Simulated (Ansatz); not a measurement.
Results of HSE06 (Ansatz, a program for electronic structure, PAW) for zinc-blende MgS (metastable phase).

Numerical settings: plane-wave cutoff 460 eV, 8×8×8 k mesh, Fermi–Dirac smearing 0.01 eV, scalar-relativistic PAW data made under PBE.

Cell (measured lattice):

```xyz
2
Lattice="0.0000 -2.8110 2.8110 2.8110 -2.8110 0.0000 2.8110 0.0000 2.8110" Properties=species:S:1:pos:R:3 pbc="T T T"
Mg     0.0000     0.0000     0.0000
S      1.4055    -1.4055     1.4055
```

Estimate the band gap and width of the whole s-p valence band that the calculation returns.


- band gap = 4.64 eV (on the SCF k mesh) (direct)
- width of the whole s-p valence band = 12.50 eV

Measured, for comparison: band gap 4.78 ± 0.1 eV (temperature not stated, extrapolated in composition from an alloy gap of 4.19 eV, direct; extrapolated from a Zn0.2Mg0.8S0.645Se0.355 epilayer; as tabulated in Lucero et al. (2012), arXiv:1111.4515).

Note: cell and atoms aren't relaxed at this level (pressure 1.4 GPa).

Computed values are for the static lattice.

Computing time: about 70 core-seconds (a rough figure).
